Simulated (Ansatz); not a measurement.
The same path of BClFH + H (5 atoms, charge 0, multiplicity 2) was run twice with different band settings. Lost on the way: B1–H2. Made: H2–H5.

Method: Ansatz, UKS B3LYP-D4/cc-pVDZ.

Relaxed end points:

```xyz
5
Properties=species:S:1:pos:R:3
B -0.022 0.000 -0.243
H 0.007 0.000 0.955
F 1.102 0.000 -0.946
Cl -1.555 0.000 -1.108
H 0.001 0.000 3.591
```

```xyz
5
Properties=species:S:1:pos:R:3
B 0.067 0.000 -0.584
H -0.028 0.000 2.331
F 1.125 0.000 -1.369
Cl -1.572 0.000 -1.220
H -0.060 0.000 3.093
```

Common settings: movable images 9; climbing image yes; optimiser quadratic models (default); start path through a guess of the saddle point; force threshold 0.03 eV/Å; iteration limit 60; end points relaxed.

| run | spring |
| --- | --- |
| 1 | 5.0 eV/Å² |
| 2 | 20.0 eV/Å² |

Problem. What does each run give, and how far can it be trusted?

Solution. Run 1: converged after 7 iterations, highest image 0.303 eV above the first end. A vibrational analysis at the climbing image gives 2 clearly imaginary modes (966i, 67i cm⁻¹): a point of higher order. A lower path may pass nearby, or the ends, which weren't checked, may share the extra mode.
Run 2: converged after 7 iterations, highest image 0.303 eV above the first end. Another band between the same ends (9 images) ends at a top of the same energy, where a vibrational analysis finds 2 clearly imaginary modes.
